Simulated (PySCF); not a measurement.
# CF and its ions

PBE; PySCF, no relativity, basis sets C def2-TZVPPD, F def2-TZVPPD. Neutral (UKS): doublet (π ↑), Re = 1.287 Å, ωe = 1251 cm⁻¹, De = 6.28 eV, HOMO -4.68 eV, LUMO -4.23 eV.

CF⁺ (UKS): singlet (closed shell), Re = 1.170 Å, ωe = 1702 cm⁻¹, De = 8.50 eV to C⁺ + F. The energies at the minima are -137.69729 hartree for CF and -137.35506 for CF⁺.

(1) Work out the adiabatic ionisation energy, without and with harmonic zero-point energies (1 hartree = 27.2114 eV, 1 eV = 8065.5 cm⁻¹), and the change of the bond length.

CF⁻ (UKS): triplet (π ↑↑), Re = 1.459 Å, ωe = 764 cm⁻¹, De = 3.06 eV to C + F⁻. The energies at the minima are -137.69729 hartree for CF and -137.71391 for CF⁻.

(2) Work out the adiabatic electron affinity, without and with harmonic zero-point energies (1 hartree = 27.2114 eV, 1 eV = 8065.5 cm⁻¹), and the change of the bond length.

For an ion De counts to the pair picked by the measured ionisation energies or electron affinities, which need not be the lowest pair at this level. The highest Kohn–Sham level is positive in this anion. Much of that is self-interaction error, but it also means that the finite basis helps to hold the extra electron. States were picked by a PBE0 search and need not be the measured ground states.

## Answers

(1) At PBE: 0.34223 hartree = 9.313 eV between the minima; the zero-point term (1702.0 − 1251.0)/2 cm⁻¹ = +0.028 eV makes it 9.341 eV. Re changes by -11.7 pm against the neutral. The electron leaves a π orbital, and the shorter bond of the ion fits an antibonding orbital, or a change in how ionic the bond is.

(2) At PBE: 0.01662 hartree = 0.452 eV between the minima; the zero-point term (1251.0 − 764.0)/2 cm⁻¹ = +0.030 eV makes it 0.482 eV. Re changes by +17.2 pm against the neutral. The electron enters a π orbital, and the longer bond of the ion fits an antibonding orbital, or a change in how ionic the bond is.
